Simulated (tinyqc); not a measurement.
Worked calculation: extended Hueckel theory, for BH3. One step of it, computed by the program tinyqc.

Task: Wolfsberg-Helmholz matrix. H_ij = K' S_ij (H_ii + H_jj)/2 for i != j (the diagonal keeps H_ii), with K' = 1.75.

overlap S, order 1B 2s, 1B 2px, 1B 2py, 1B 2pz, 2H 1s, 3H 1s, 4H 1s:
$$\begin{pmatrix}
1.000000 & 0.000000 & 0.000000 & 0.000000 & 0.503510 & 0.503452 & 0.503452 \\
0.000000 & 1.000000 & 0.000000 & 0.000000 & 0.541055 & -0.270482 & -0.270482 \\
0.000000 & 0.000000 & 1.000000 & 0.000000 & 0.000000 & 0.468555 & -0.468555 \\
0.000000 & 0.000000 & 0.000000 & 1.000000 & -0.006074 & -0.006073 & -0.006073 \\
0.503510 & 0.541055 & 0.000000 & -0.006074 & 1.000000 & 0.101561 & 0.101561 \\
0.503452 & -0.270482 & 0.468555 & -0.006073 & 0.101561 & 1.000000 & 0.101524 \\
0.503452 & -0.270482 & -0.468555 & -0.006073 & 0.101561 & 0.101524 & 1.000000
\end{pmatrix}$$

diagonal H_ii (eV): 1B 2s -15.200000, 1B 2px -8.500000, 1B 2py -8.500000, 1B 2pz -8.500000, 2H 1s -13.600000, 3H 1s -13.600000, 4H 1s -13.600000

K = 1.750000

Give: H.

Result:

H (eV), order 1B 2s, 1B 2px, 1B 2py, 1B 2pz, 2H 1s, 3H 1s, 4H 1s:
$$\begin{pmatrix}
-15.200 & 0.000 & 0.000 & 0.000 & -12.688 & -12.687 & -12.687 \\
0.000 & -8.500 & 0.000 & 0.000 & -10.463 & 5.230 & 5.230 \\
0.000 & 0.000 & -8.500 & 0.000 & 0.000 & -9.061 & 9.061 \\
0.000 & 0.000 & 0.000 & -8.500 & 0.117 & 0.117 & 0.117 \\
-12.688 & -10.463 & 0.000 & 0.117 & -13.600 & -2.417 & -2.417 \\
-12.687 & 5.230 & -9.061 & 0.117 & -2.417 & -13.600 & -2.416 \\
-12.687 & 5.230 & 9.061 & 0.117 & -2.417 & -2.416 & -13.600
\end{pmatrix}$$
